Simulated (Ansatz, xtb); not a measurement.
**C5H9O+: 6 structures ranked**

6 gas-phase structures of C5H9O+, from a drawn sample of its isomers (lower ones may exist). Each was relaxed with GFN2-xTB; where two conformers were screened, the lower at r2SCAN-D4/def2-SVP is listed:

A. `CC(C)CC#[O+]`, a singlet
B. `C[C+]1CCOC1`, a singlet
C. `CCCCC#[O+]`, a singlet
D. `C[CH+]/C=C\OC`, a singlet
E. `C=C([CH+]C)OC`, a singlet
F. `C=C[C+](C)OC`, a singlet

Problem. Make a reasoned guess at their ranking by r2SCAN-D4/def2-SVP single-point energy.

Solution. Calculated order at r2SCAN-D4/def2-SVP: A (0.0), F (2.6), C (2.7), D (2.8), B (17.8), E (25.8) kcal/mol. Less than 1 kcal/mol parts F and C; C and D, so the order within those pairs means little.

Energies above the lowest of each column, in kcal/mol; the last columns are at B3LYP-D3(BJ)/def2-SVP geometries and were run for some of them only (a dash: not run or not comparable):

| structure | GFN2-xTB | HF/STO-3G | r2SCAN-D4/def2-SVP | B3LYP-D3(BJ)/def2-SVP | CCSD(T)/def2-SVP + ΔMP2/def2-TZVPP |
| --- | --- | --- | --- | --- | --- |
| A | 1.2 | 0.0 | 0.0 | 0.0 | 0.0 |
| F | 0.7 | 1.0 | 2.6 | 1.0 | 8.1 |
| C | 3.7 | 1.6 | 2.7 | 2.5 | 2.9 |
| D | 0.0 | 1.8 | 2.8 | 1.5 | 11.3 |
| B | 1.4 | 1.4 | 17.8 | 19.5 | – |
| E | 23.2 | 38.6 | 25.8 | – | – |

CCSD(T)/def2-SVP + ΔMP2/def2-TZVPP puts A lowest of those it was run on; GFN2-xTB picks D. CCSD(T)/def2-SVP + ΔMP2/def2-TZVPP orders those it was run on as A (0.0), C (2.9), F (8.1), D (11.3) kcal/mol. Flexible structures stand in one conformer each, not always the lowest. Frequencies (GFN2-xTB) were run for A, C, D, F alone. ΔMP2 is the change of the MP2 energy from the smaller to the larger basis.

Over these structures GFN2-xTB departs from r2SCAN-D4/def2-SVP by 4.3 kcal/mol on average once a common shift is removed. A GFN2-xTB relaxation took about 0.34 s and the r2SCAN-D4/def2-SVP energy about 4.1 s on a shared host (Ansatz 0.2.0, xtb 6.7.1).
